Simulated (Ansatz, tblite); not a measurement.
# The cluster Mo₃+: one state, many levels

An exercise on one series of results from a longer session: the logs are not shown, and one member is left open.

The runs use Ansatz 0.2.0, Gaussian basis; as each input shows.

Plan: GFN1-xTB, GFN2-xTB, PBE-D4/def2-TZVP, r2SCAN-D4/def2-TZVP, ωB97X-V/def2-TZVP, HSE06-D4/def2-TZVP, B2PLYP/def2-TZVP, BLYP-D4/def2-TZVP, BHLYP-D4/def2-TZVP, PBE-D4/def2-SVP, PBE0-D4/def2-SVP, CCSD(T)/def2-TZVP, RPA/def2-TZVP.

## The geometry

The geometry is that of the doublet, from an earlier relaxation (B3LYP-D4/def2-TZVP). At that level it is the lowest of the isomers that a small search found.

3 atoms, charge 1, spin multiplicity 2.

Bond lengths: Mo1–Mo2 2.215 Å, Mo1–Mo3 2.302 Å, Mo2–Mo3 2.216 Å. Angles: Mo2–Mo1–Mo3 58.7°, Mo1–Mo2–Mo3 62.6°, Mo1–Mo3–Mo2 58.7°.

Mo takes a core potential in the def2 sets. No spin-orbit coupling is included. The ion is computed in the gas phase, without counter-ions or solvent.

PBE0-D4/def2-TZVP was run before; its log isn't repeated, and its numbers join the tables.

The first run:

Tight binding, by tblite at 300 K electronic temperature and without a spin-polarisation term:

```python
tblite.interface.Calculator('GFN1-xTB', numbers, positions, charge=1, uhf=1).singlepoint()
```

Tight binding, by tblite at 300 K electronic temperature and without a spin-polarisation term:

```python
tblite.interface.Calculator('GFN2-xTB', numbers, positions, charge=1, uhf=1).singlepoint()
```

start.molden holds the orbitals of an earlier run on this state, given as this run's starting guess.

Input file in.yaml:

```yaml
crystal:
  periodic: [false, false, false]
  atoms:
    - {symbol: Mo, position_ang: [0.247899, -1.177061, -0.524997]}
    - {symbol: Mo, position_ang: [0.956589, 0.808067, 0.155082]}
    - {symbol: Mo, position_ang: [-1.204488, 0.368994, 0.369915]}
basis:
  gaussian: {orbitals: def2-TZVP, initial_orbitals: start.molden}
total_charge: 1
magnetization: {spin_polarized: true, initial_magnetization: 1}
hamiltonian: {xc: pbe, dispersion: d4}
scf: {omitted_lower_state_checks: [starts]}
output: {orbitals: {seedname: orbitals}}
```

The run is started by

```console
$ ansatz run in.yaml --threads 4 --pin off --events-out ev --progress --plain --max-ram 3916MiB
```

Steps of the session up to this table: PBE-D4/def2-TZVP; r2SCAN-D4/def2-TZVP; ωB97X-V/def2-TZVP; HSE06-D4/def2-TZVP; B2PLYP/def2-TZVP; BLYP-D4/def2-TZVP; BHLYP-D4/def2-TZVP; PBE-D4/def2-SVP; PBE0-D4/def2-SVP; CCSD(T)/def2-TZVP; RPA/def2-TZVP.

One table of the session follows, with a row left open; its other results are not shown here.

It belongs to the step «Levels side by side». 

| level | HOMO (eV) | LUMO (eV) | gap (eV) |
| --- | --- | --- | --- |
| PBE-D4/def2-SVP | -8.41 | -8.22 | 0.18 |
| PBE-D4/def2-TZVP | -8.36 | -8.17 | 0.19 |
| BLYP-D4/def2-TZVP | -8.21 | -8.02 | 0.19 |
| r2SCAN-D4/def2-TZVP | ? | ? | ? |
| PBE0-D4/def2-SVP | -9.55 | -7.23 | 2.32 |
| PBE0-D4/def2-TZVP | -9.51 | -7.17 | 2.34 |
| HSE06-D4/def2-TZVP | -9.12 | -7.55 | 1.57 |
| BHLYP-D4/def2-TZVP | -10.53 | -6.16 | 4.38 |
| ωB97X-V/def2-TZVP | -11.42 | -5.06 | 6.36 |

**Question.** Estimate the row for r2SCAN-D4/def2-TZVP.

The run gave: HOMO (eV): -8.73; LUMO (eV): -7.96; gap (eV): 0.77. In the column «HOMO (eV)» it lies between HSE06-D4/def2-TZVP (-9.12) and PBE-D4/def2-SVP (-8.41).

To keep in mind: Doubts: large T1 diagnostic, spin contamination. Notes on CCSD(T)/def2-TZVP: large T1 diagnostic, spin contamination.
